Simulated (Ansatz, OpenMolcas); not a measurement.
C2H2O2 (glyoxal): from total energies to a heat of formation

C2H2O2: 6 atoms, total charge 0, spin state singlet. As SMILES, `O=CC=O`. The coordinates come from a PBE0-D4/def2-TZVP relaxation. This is one conformer, not always the lowest.

Total energies at BLYP/aug-cc-pVDZ (OpenMolcas 26.06); the atoms run unrestricted:

| species | state | energy (Eh) |
| --- | --- | --- |
| C2H2O2 | singlet | -227.812119 |
| O | triplet | -75.065593 |
| C | triplet | -37.840849 |
| H | doublet | -0.497007 |

Harmonic wavenumbers at PBE0-D4/def2-TZVP, in cm⁻¹: 127, 334, 561, 814, 1084, 1085, 1334, 1380, 1837, 1840, 2956, 2959.

Measured heats of formation of the gaseous atoms at 298.15 K, in kJ/mol: O 249.2, C 716.9, H 218.0. Spin-orbit lowering of the atoms at 298 K (mean of the ground term's levels less their thermal mean, from spectra), in kJ/mol: O 0.40, C 0.02. Take 1 Eh = 2625.50 kJ/mol, 1 cm⁻¹ = 0.0119627 kJ/mol, RT = 2.479 kJ/mol.

Q: Work out the heat of formation of the gas at 298 K.

A: 
1. Electronic atomisation energy: 2 × (-75.065593) + 2 × (-37.840849) + 2 × (-0.497007) − (-227.812119) = 1.005221 Eh = 2639.2 kJ/mol.
2. Zero-point energy: half the sum of the wavenumbers, 8155.5 cm⁻¹ = 97.6 kJ/mol.
3. Thermal vibrational enthalpy, Σ hcν̃/(exp(hcν̃/kT) − 1): 3.7 kJ/mol. Translation, rotation and pV of a non-linear molecule: 4 RT = 9.9 kJ/mol.
4. The 6 free atoms carry 5/2 RT each: 37.2 kJ/mol.
5. Spin-orbit coupling lowers the free atoms by 2 × 0.40 + 2 × 0.02 = 0.8 kJ/mol.
6. Atomisation enthalpy at 298 K: 2639.2 − 0.8 − 97.6 − 3.7 − 9.9 + 37.2 = 2564.4 kJ/mol.
7. Sum of the atoms' heats of formation: 2368.2 kJ/mol. Heat of formation: 2368.2 − 2564.4 = -196.2 kJ/mol.

The tabulated value is -212.4 kJ/mol (Active Thermochemical Tables), so this level is off by +16.2 kJ/mol, or 0.6 % of the atomisation enthalpy. Anharmonicity and any spin-orbit splitting of the molecule are left out.
